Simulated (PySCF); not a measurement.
What binds BP⁻: the parts of the energy along the bond

State: ²Σ⁺, doublet, unpaired electrons σ ↑. ROHF-based CCSD(T) in PySCF 2.14 with B aug-cc-pVDZ, P aug-cc-pV(D+d)Z and B aug-cc-pVTZ, P aug-cc-pV(T+d)Z (frozen core orbitals: 6; no relativity). Correlation energies are extrapolated as n⁻³ (n = 2, 3), Hartree–Fock as (n+1)·exp(−9√n). CV is the change on freezing 1 orbitals instead, in B cc-pwCVTZ, P cc-pwCVTZ. SR is the spin-free X2C energy in B cc-pVTZ-DK, P cc-pVTZ-DK less the non-relativistic one in B cc-pVTZ, P cc-pVTZ. All energies in eV from B + P⁻.

```tsv
R (Å)	HF/CBS	CCSD corr.	(T)	CV	SR	total
1.5087	-2.947	-1.228	-0.2629	-0.0848	-0.0001	-4.523
1.5773	-3.424	-1.262	-0.2869	-0.0684	0.0026	-5.039
1.6459	-3.622	-1.304	-0.3132	-0.0545	0.0044	-5.289
1.7144	-3.613	-1.353	-0.3414	-0.0430	0.0054	-5.344
1.7830	-3.456	-1.407	-0.3711	-0.0333	0.0059	-5.261
1.8687	-3.120	-1.479	-0.4087	-0.0235	0.0059	-5.025
1.9545	-2.692	-1.548	-0.4448	-0.0158	0.0055	-4.695
```

A fit to the total gives Re = 1.7040 Å, De = 5.346 eV, ωe = 1017.2 cm⁻¹, Be = 0.7148 cm⁻¹ (masses 11.0093 and 30.9738 u).

Question: At R = 1.7144 Å the CCSD correlation energy is -0.219261 hartree in the smaller basis and -0.254785 in the larger. Extrapolate it.

Answer: (3³·E3 − 2³·E2)/(3³ − 2³) = -0.26974 hartree; the larger basis holds 94.5 % of it.

The T1 diagnostic is 0.041, large enough to doubt a single reference. The state was picked by a PBE0 search and need not be the measured ground state. Spin–orbit coupling, excitations beyond (T) and corrections to the Born–Oppenheimer picture are left out.
